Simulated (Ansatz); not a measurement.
# CH7PSi: basis-set convergence

An exercise on one series of results from a longer session: the logs are not shown, and one member is left open.

Method: one geometry, several basis sets; program: Ansatz 0.2.0, Gaussian basis.

The runs, in order: PBE0-D4/def2-SVP; ωB97M-V/def2-SVP; PBE0-D4/def2-QZVPP; ωB97M-V/def2-QZVPP; the functionals' def2-TZVPP values are taken from earlier runs.

### The relaxed structure

The geometry comes from an earlier relaxation with PBE0-D4 in a triple-zeta def2 set; it is a stationary point, not always the lowest conformer.

SMILES `C[SiH2]P`, 10 atoms, charge 0, spin multiplicity 1.

Atoms are counted from 1 here; the program's logs count them from 0.

Bond lengths: C1–Si2 1.871 Å, C1–H4 1.093 Å, C1–H5 1.092 Å, C1–H6 1.092 Å, Si2–P3 2.258 Å, Si2–H7 1.489 Å, Si2–H8 1.489 Å, P3–H9 1.421 Å, P3–H10 1.421 Å. Angles: Si2–C1–H4 110.6°, Si2–C1–H5 110.8°, Si2–C1–H6 110.8°, H4–C1–H5 108.1°, H4–C1–H6 108.3°, H5–C1–H6 108.2°, C1–Si2–P3 109.3°, C1–Si2–H7 110.2°, C1–Si2–H8 110.5°, P3–Si2–H7 112.3°, P3–Si2–H8 106.6°, H7–Si2–H8 107.9°, Si2–P3–H9 94.0°, Si2–P3–H10 93.9°, H9–P3–H10 93.5°.

Coordinates:

```xyz
10
CH7PSi
C    -1.0114    0.6776   -0.9061
Si   -0.1437   -0.6466    0.0910
P     1.2559    0.3295    1.5704
H    -1.7290    0.2301   -1.5978
H    -0.2934    1.2570   -1.4911
H    -1.5503    1.3651   -0.2505
H     0.5638   -1.5924   -0.8161
H    -1.1295   -1.4275    0.8883
H     1.8889   -0.8909    1.9283
H     2.2317    0.6469    0.5868
```

The first run:

The input, in.yaml:

```yaml
crystal:
  periodic: [false, false, false]
  atoms:
    - {symbol: C, position_ang: [-1.011422, 0.677609, -0.906142]}
    - {symbol: Si, position_ang: [-0.143721, -0.646638, 0.090983]}
    - {symbol: P, position_ang: [1.255918, 0.329450, 1.570375]}
    - {symbol: H, position_ang: [-1.729046, 0.230130, -1.597781]}
    - {symbol: H, position_ang: [-0.293366, 1.256957, -1.491129]}
    - {symbol: H, position_ang: [-1.550293, 1.365089, -0.250530]}
    - {symbol: H, position_ang: [0.563787, -1.592372, -0.816077]}
    - {symbol: H, position_ang: [-1.129534, -1.427509, 0.888341]}
    - {symbol: H, position_ang: [1.888898, -0.890883, 1.928289]}
    - {symbol: H, position_ang: [2.231679, 0.646869, 0.586774]}
basis:
  gaussian: {orbitals: def2-SVP}
hamiltonian: {xc: pbe0, dispersion: d4}
output: {orbitals: {seedname: orbitals}}
```

Run with:

```
$ ansatz run in.yaml --threads 2 --pin off --events-out ev --progress --plain --max-ram 4352MiB
```

Steps of the session up to this table: PBE0-D4 in def2-SVP; ωB97M-V in def2-SVP; PBE0-D4 in def2-QZVPP; ωB97M-V in def2-QZVPP.

One of the session's tables, all rows but one given; the rest of the session is left out.

It belongs to the step «Density functionals: the series». 

```
functional       basis  HOMO (eV)  LUMO (eV)
   PBE0-D4    def2-SVP      -7.35       0.79
   PBE0-D4  def2-TZVPP      -7.40       0.34
   PBE0-D4  def2-QZVPP      -7.42       0.13
   ωB97M-V    def2-SVP          ?          ?
   ωB97M-V  def2-TZVPP      -9.50       2.01
   ωB97M-V  def2-QZVPP      -9.52       1.50
```

Q: Estimate the row for ωB97M-V, def2-SVP from the others.

As computed: HOMO (eV): -9.42; LUMO (eV): 2.66. In the column «HOMO (eV)» it lies between ωB97M-V, def2-TZVPP (-9.50) and PBE0-D4, def2-QZVPP (-7.42).
